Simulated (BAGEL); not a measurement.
**UHF/6-31G(d) (density fitting with qzvpp-jkfit, spherical functions) run of SiH3O (SMILES [O][SiH3])**

What is the energy change on altering one bond length of SiH3O at UHF/6-31G* (density fitting with qzvpp-jkfit, spherical functions)? 

Program for the calculation: BAGEL 1.2.2.

2 further runs of the same task are left out: 1 that didn't finish, 1 set aside as unsound or not needed.

### 1 The system as given

SiH3O: 5 atoms, total charge 0, spin state doublet. As SMILES, `[O][SiH3]`. Geometry: relaxed at GFN2-xTB.

Bond lengths: O1–Si2 1.530 Å, Si2–H3 1.490 Å, Si2–H4 1.494 Å, Si2–H5 1.496 Å. Angles: O1–Si2–H3 115.3°, O1–Si2–H4 114.5°, O1–Si2–H5 114.3°, H3–Si2–H4 104.6°, H3–Si2–H5 104.2°, H4–Si2–H5 102.6°.

### 2 A single-point energy at UHF/6-31G(d) (density fitting with qzvpp-jkfit, spherical functions)

calc.json

```json
{ "bagel" : [

{
  "title" : "molecule",
  "basis" : "6-31gs.json",
  "df_basis" : "qzvpp-jkfit",
  "angstrom" : "true",
  "geometry" : [
    { "atom" : "O", "xyz" : [      -1.416610,       0.267850,       0.690210 ] },
    { "atom" : "Si", "xyz" : [      -0.065850,       0.007840,       0.019870 ] },
    { "atom" : "H", "xyz" : [      -0.120650,      -0.242400,      -1.447490 ] },
    { "atom" : "H", "xyz" : [       0.685890,      -1.159260,       0.572930 ] },
    { "atom" : "H", "xyz" : [       0.917210,       1.125960,       0.164480 ] }
  ]
},

{ "title" : "uhf", "charge" : 0, "nopen" : 1 },

{ "title" : "print", "file" : "orbitals.molden", "orbitals" : "true" }

]}
```

The basis set 6-31G* is read from a file made from the Basis Set Exchange's data (not shown).

Command:

```sh
$ BAGEL_NUM_THREADS=1 BAGEL calc.json > calc.out
```

Log:

```text
* using 1 threads per process

  ===============================================================
  ===============================================================

  *** Geometry ***

  { "atom" : "O", "xyz" : [     -2.677005,      0.506163,      1.304308 ] },
  { "atom" : "Si", "xyz" : [     -0.124438,      0.014815,      0.037549 ] },
  { "atom" : "H", "xyz" : [     -0.227995,     -0.458070,     -2.735360 ] },
  { "atom" : "H", "xyz" : [      1.296144,     -2.190684,      1.082681 ] },
  { "atom" : "H", "xyz" : [      1.733276,      2.127756,      0.310822 ] },

  Number of auxiliary basis functions:      259

  Since a DF basis is specified, we compute 2- and 3-index integrals:
    o Being stored without compression. Storage requirement is 0.003 GB

  Number of basis functions:       38
  Number of electrons      :       25

    * METHOD: MOLECULE                             0.08

  *** Open-shell HF ***

  === Nuclear Repulsion ===
    59.2808867397

      * DIIS with orbital gradients will be used.

  === UHF iteration (6-31gs.json) ===
      0       -365.06332336          0.09195013           0.02
      1       -365.06427676          0.10498331           0.02
      2       -365.13922740          0.09262915           0.02
      3       -365.43746475          0.01062419           0.02
      4       -365.46084520          0.00716647           0.02
      5       -365.47272513          0.00303731           0.02
      6       -365.47349593          0.00091379           0.02
      7       -365.47391510          0.00028919           0.02
      8       -365.47398531          0.00006745           0.02
      9       -365.47401680          0.00002888           0.02
     10       -365.47402567          0.00001036           0.02
     11       -365.47402658          0.00000459           0.02
     12       -365.47402660          0.00000376           0.02
     13       -365.47402661          0.00000246           0.02
     14       -365.47402661          0.00000116           0.02
     15       -365.47402662          0.00000096           0.02
[... 19 lines of this table left out ...]
     35       -365.47402675          0.00000007           0.02
     36       -365.47402675          0.00000005           0.02
     37       -365.47402675          0.00000005           0.02
     38       -365.47402675          0.00000005           0.02
     39       -365.47402675          0.00000004           0.02
     40       -365.47402675          0.00000003           0.02
     41       -365.47402675          0.00000001           0.02
     42       -365.47402675          0.00000001           0.02
    * SCF iteration converged.

    * S^2 (UHF) is 0.7577

    * Permanent dipole moment:
           (   -0.205006,     0.022500,     0.060005) a.u.

    * METHOD: UHF                                  0.82

    * METHOD: PRINT                                0.01

  ===============================================================
```

Wall time 1.1 s (1 thread of Arm Neoverse N1, shared host); peak memory 0.081 GiB.

### 3 The distorted shape at the same level

calc.json

```json
{ "bagel" : [

{
  "title" : "molecule",
  "basis" : "6-31gs.json",
  "df_basis" : "qzvpp-jkfit",
  "angstrom" : true,
  "geometry" : [
    { "atom" : "O", "xyz" : [   -2.318702,    1.668377,    0.026535 ] },
    { "atom" : "Si", "xyz" : [   -0.967942,    1.408367,   -0.643805 ] },
    { "atom" : "H", "xyz" : [   -1.022742,    1.158127,   -2.111165 ] },
    { "atom" : "H", "xyz" : [    0.685890,   -1.159260,    0.572930 ] },
    { "atom" : "H", "xyz" : [    0.015118,    2.526487,   -0.499195 ] }
  ]
},
{ "title" : "uhf", "nopen" : 1 },
{ "title" : "print", "file" : "orbitals.molden", "orbitals" : true }

]}
```

The basis set 6-31G* is read from a file made from the Basis Set Exchange's data (not shown).

Command:

```sh
$ BAGEL_NUM_THREADS=1 BAGEL calc.json > calc.out
```

Log:

```text
* using 1 threads per process

  ===============================================================
  ===============================================================

  *** Geometry ***

  { "atom" : "O", "xyz" : [     -4.381712,      3.152776,      0.050144 ] },
  { "atom" : "Si", "xyz" : [     -1.829145,      2.661428,     -1.216615 ] },
  { "atom" : "H", "xyz" : [     -1.932702,      2.188543,     -3.989524 ] },
  { "atom" : "H", "xyz" : [      1.296144,     -2.190684,      1.082681 ] },
  { "atom" : "H", "xyz" : [      0.028569,      4.774368,     -0.943342 ] },

  Number of auxiliary basis functions:      259

  Since a DF basis is specified, we compute 2- and 3-index integrals:
    o Being stored without compression. Storage requirement is 0.003 GB

  Number of basis functions:       38
  Number of electrons      :       25

    * METHOD: MOLECULE                             0.08

  *** Open-shell HF ***

  === Nuclear Repulsion ===
    55.7489395566

      * DIIS with orbital gradients will be used.

  === UHF iteration (6-31gs.json) ===
      0       -365.05727205          0.09414121           0.02
      1       -364.98357539          0.11759961           0.02
      2       -365.05637067          0.10378658           0.02
      3       -365.37318921          0.00519474           0.02
      4       -365.37450326          0.00128945           0.02
      5       -365.37462197          0.00028679           0.02
      6       -365.37463577          0.00013343           0.02
      7       -365.37464526          0.00005972           0.02
      8       -365.37465858          0.00002017           0.02
      9       -365.37467085          0.00002048           0.02
     10       -365.37467934          0.00002008           0.02
     11       -365.37464784          0.00001557           0.02
     12       -365.37461474          0.00002841           0.02
     13       -365.37461560          0.00002429           0.02
     14       -365.37461530          0.00002193           0.02
     15       -365.37461331          0.00000586           0.02
     16       -365.37461298          0.00000129           0.02
     17       -365.37461299          0.00000064           0.02
     18       -365.37461300          0.00000039           0.02
     19       -365.37461300          0.00000040           0.02
     20       -365.37461300          0.00000038           0.02
     21       -365.37461301          0.00000041           0.02
     22       -365.37461299          0.00000032           0.02
     23       -365.37461298          0.00000008           0.02
     24       -365.37461298          0.00000004           0.02
     25       -365.37461298          0.00000002           0.02
     26       -365.37461298          0.00000002           0.02
     27       -365.37461298          0.00000001           0.02
    * SCF iteration converged.

    * S^2 (UHF) is 0.7513

    * Permanent dipole moment:
           (   -1.598866,     0.694287,     0.479906) a.u.

    * METHOD: UHF                                  0.57

    * METHOD: PRINT                                0.01

  ===============================================================
```

It took 0.82 s on 1 thread of Arm Neoverse N1, shared host; peak memory 0.081 GiB.

### 4 Results

At UHF/6-31G* (density fitting with qzvpp-jkfit, spherical functions):

| quantity | value |
| --- | --- |
| first shape: total energy | -365.47403 Eh |
| first shape: dipole moment | 0.55 D |
| first shape: ⟨S²⟩ | 0.758 |
| distorted shape: total energy | -365.37461 Eh |
| distorted shape: dipole moment | 4.60 D |
| distorted shape: ⟨S²⟩ | 0.751 |
| energy change with the Si2–H4 bond stretched from 1.494 to 3.288 Å | 2.705 eV |

With the Si2–H4 bond stretched from 1.494 to 3.288 Å the energy rises by 2.71 eV (261 kJ/mol). The first shape isn't relaxed at this level, so the change isn't measured from a minimum.
